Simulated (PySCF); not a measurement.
# Unknown compound

An unknown has the formula C2H3FO. Its calculated NMR data are:

1H NMR (400 MHz, computed): δ 2.09 (m, 3H).

13C{1H} NMR (computed): δ 170.2 (C), 19.9 (CH3).

Single conformer, isolated molecule, non-relativistic Hamiltonian, fast rotation and ring inversion assumed for equivalent nuclei. Geometry: PBE0-D3(BJ)/def2-TZVP; B97-2/pcSseg-2 with gauge-including orbitals; PySCF 2.14.

Referencing at the same level of theory: 1H, 13C vs TMS.

Deduce the structure.

## Answers


1. Rings plus π bonds: 1 (no ring in the answer).
2. 2 carbon signals for 2 carbons: no two carbons are equivalent.
3. Carbon types of the structure: 1 × C, 1 × CH3, which accounts for all hydrogens.
4. δC 170.2: carbonyl carbon.
5. δC 19.9: methyl carbon α to a carbonyl; the adjacent C=O deshields it moderately.
6. δH 2.09: hydrogen on a methyl carbon α to a carbonyl; α to C=O.

Structure: SMILES CC(=O)F.

Splittings by 19F in the carbon and heteronuclear signals aren't shown, as no couplings were computed. Shifts are as computed. Against solution values, carbons near 30 ppm lie about +3 ppm off and those near 130 ppm about +7 ppm. Of 1211 compounds with measured shifts, 218 miss one by over three times the rms of a fit or turn the order of signals round; such compounds aren't used in these exercises.
